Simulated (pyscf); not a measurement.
**`[F][SiH3]`, singlet**

Gas-phase minimum from PySCF at ωB97X-D3(BJ)/def2-SVP, one conformer. 

SMILES: F[SiH3]
```xyz
5

F      0.6171     1.8615    -0.3296
Si     0.2543     0.2774    -0.4179
H      0.6915    -0.3794     0.8422
H     -1.2155     0.1376    -0.5912
H      0.9708    -0.3074    -1.5818
```
Charge 0, spin multiplicity 1.

Bonds (Å): F1–Si2 1.628, Si2–H3 1.487, Si2–H4 1.487, Si2–H5 1.487. Angles (°): F1–Si2–H3 108.6, F1–Si2–H4 108.6, F1–Si2–H5 108.5, H3–Si2–H4 110.4, H3–Si2–H5 110.4, H4–Si2–H5 110.4.

Properties at ωB97X-D3(BJ)/def2-SVP:

```json
{
 "harmonic_wavenumbers_unscaled": "737, 737, 887, 964, 964, 1029, 2288, 2289, 2289 cm⁻¹",
 "zero_point_energy": "17.4 kcal/mol",
 "rotational_symmetry_number": "3",
 "Entropy of this conformer at 298 K and 1 atm, rigid rotor and harmonic oscillator, modes under 100 cm⁻¹ raised to 100": "238.4 J/(mol K)",
 "dipole_moment": "1.41 D"
}
```

Single-point totals, which compare only within one level (frozen core for MP2 and CC):

```csv
level,total energy (hartree)
ωB97X-D3(BJ)/def2-TZVP,-391.27539
PBE/def2-TZVP,-390.98560
r²SCAN/def2-TZVP,-391.17030
B3LYP-D3(BJ)/def2-TZVP,-391.27292
PBE0-D3(BJ)/def2-TZVP,-391.01942
M06-2X/def2-TZVP,-391.18123
ωB97M-D3(BJ)/def2-TZVP,-391.29712
HF/def2-TZVPP,-390.23058
MP2/def2-TZVPP,-390.61398
CCSD/def2-TZVPP,-390.63577
CCSD(T)/def2-TZVPP,-390.64624
```

The CCSD(T) − MP2 part came from Ansatz, without density fitting, on the same reference.
